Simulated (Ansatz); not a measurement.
# AlNH3 (quartet): wave-function methods side by side, cc-pVTZ

An exercise on one series of results from a longer session: the logs are not shown, and one member is left open.

Method: cc-pVTZ, core rule «outside noble gas», up to 6 orbitals frozen; program: Ansatz 0.2.0, Gaussian basis.

The runs, in order: UHF; CCSD(T) on ROHF; CCSD(T) on UHF; BCCD(T) on ROHF; CCSDT(Q) on ROHF; CCSDT(Q) on UHF.

6 further runs of the same task are left out: 4 for a known fault of the program, 2 set aside as unsound or not needed.

## The system

The geometry is a PBE0/def2-TZVP stationary point (not a proven minimum) of the parent state, kept for this charge and spin.

5 atoms, charge 0, spin multiplicity 4.

Atoms are counted from 1 here; the program's logs count them from 0.

Bond lengths: Al1–N2 1.774 Å, Al1–H3 1.604 Å, N2–H4 1.009 Å, N2–H5 1.007 Å. Angles: N2–Al1–H3 115.8°, Al1–N2–H4 124.4°, Al1–N2–H5 125.4°, H4–N2–H5 110.2°.

The first run:

Input file in.yaml:

```yaml
crystal:
  periodic: [false, false, false]
  atoms:
    - {symbol: Al, position_ang: [0.000000, -0.104009, 0.648758]}
    - {symbol: N, position_ang: [0.000000, 0.087527, -1.114734]}
    - {symbol: H, position_ang: [0.000000, 1.256470, 1.498750]}
    - {symbol: H, position_ang: [0.000000, 0.977077, -1.591329]}
    - {symbol: H, position_ang: [0.000000, -0.665655, -1.783277]}
basis:
  gaussian: {orbitals: cc-pVTZ}
magnetization: {spin_polarized: true, initial_magnetization: 3}
hamiltonian: {xc: hf}
output: {orbitals: {seedname: orbitals}}
```

Run with:

```
> ansatz run in.yaml --threads 1 --pin off --events-out ev --progress --plain --max-ram 2560MiB --backend cpu
```

Steps of the session up to this table: UHF; CCSD(T) on ROHF; CCSD(T) on UHF; BCCD(T) on ROHF; CCSDT(Q) on ROHF; CCSDT(Q) on UHF.

One table of the session follows, with a row left open; its other results are not shown here.

It belongs to the step «Misses and costs». 

```
   method  from UCCSDT(Q) (meV)
     ROHF               +7474.2
      UHF               +7314.0
     RMP2               +1040.1
     UMP2               +1050.9
    RCCSD                +237.5
    UCCSD                +233.2
 RCCSD(T)                 +33.2
 UCCSD(T)                 +31.4
  BCCD(T)                 +32.9
   RCCSDT                     ?
   UCCSDT                  +6.6
RCCSDT(Q)                  +2.5
UCCSDT(Q)                     0
```

Estimate the missing values for RCCSDT.

As computed: from UCCSDT(Q) (meV): +9.1. In the column «from UCCSDT(Q) (meV)» it lies between UCCSDT (+6.6) and UCCSD(T) (+31.4).

Limits of these values: Restricted and unrestricted rows rest on different reference determinants; where their highest levels disagree by more than a few hundredths of an eV, they describe different states and don't form one ladder.
